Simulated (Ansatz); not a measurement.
Energy needed to pull apart NH2, doublet, into free ground-state atoms, from the structure below (displaced at random from a GFN2-xTB minimum); no zero-point or spin–orbit terms; open-shell atoms are treated unrestricted, in their ground-state multiplicity.

N1  (0.282, -0.312, 0.062)
H2  (0.101, 0.978, 0.125)
H3  (-0.484, -0.335, -0.024)
(Å)

Ansatz 0.2.0; basis: def2-TZVPP; cores frozen in the correlated methods; orbitals are unrestricted. B3LYP uses VWN-RPA correlation.

```tsv
method	atomization energy (kJ/mol)
PBE-D4	447
r2SCAN-D4	426
PBE0-D4	420
B3LYP-D4	446
r2SCAN0-D4	406
wB97M-V	?
HF	?
MP2	374
CCSD	387
CCSD(T)	397
```

Problem. What does wB97M-V give? (An estimate is asked for; the value comes from the calculation.)

Solution. By the calculation: 428 kJ/mol, which is about 31 kJ/mol more than CCSD(T)/def2-TZVPP.

Problem. What does HF give? (An estimate is asked for; the value comes from the calculation.)

Solution. By the calculation: 139 kJ/mol, which is about 258 kJ/mol less than CCSD(T)/def2-TZVPP.

In triple zeta the MP2 and coupled-cluster atomization energies are still short of their basis limit by a few kcal/mol a bond, whereas those of the functionals are nearly converged, so these differences are not deviations from converged CCSD(T).

No T1 diagnostic of these runs exceeds 0.020. ⟨S²⟩ of the unrestricted Hartree–Fock references: 0.78 (a pure state has 0.75).

For scale, one of the runs: CCSD(T)/def2-TZVPP forces, 59 basis functions (an equivalent command: `ansatz run in.yaml --threads 4`). The run took about 1.4 s on 4 CPU threads (shared host).
